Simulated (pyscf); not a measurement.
PySCF, gas phase, ωB97X-D3(BJ)/def2-SVP geometries.

### Question
`[NH2][Ti]([OH])([Cl])[Cl]` → `[NH]=[Ti]([Cl])[Cl]` + `[OH2]`
Surface: singlet. Broken: H–N, O–Ti. Formed: H–O. Give ΔE‡ and ΔE from ωB97X-D3(BJ)/def2-TZVP, relative to the reactant's lowest minimum found.

### Answer
ΔE‡ = 48.2 kcal/mol, ΔE = +66.9 kcal/mol. ωB97M-D3(BJ)/def2-TZVP gives 47.4 kcal/mol and +64.3 kcal/mol. Zero-point energy shifts the barrier by -2.1 kcal/mol. It is an elimination, with an imaginary mode of 1643i cm⁻¹. On the product side the descent ends in an adduct with a O–Ti contact, 34.1 kcal/mol under the separated species and 15.3 kcal/mol under the saddle at ωB97X-D3(BJ)/def2-TZVP. At ωB97X-D3(BJ) the saddle lies under the separated products, which points to a path from their complex (located at ωB97X-D3(BJ) alone), and parting the products costs more than the saddle. What is counted as broken (O–Ti) persists as a longer contact in the product adduct; parting that adduct is a step of its own. At the saddle there is also a short H–Ti contact that neither side keeps. One saddle was located; it need not be the lowest between these sides.
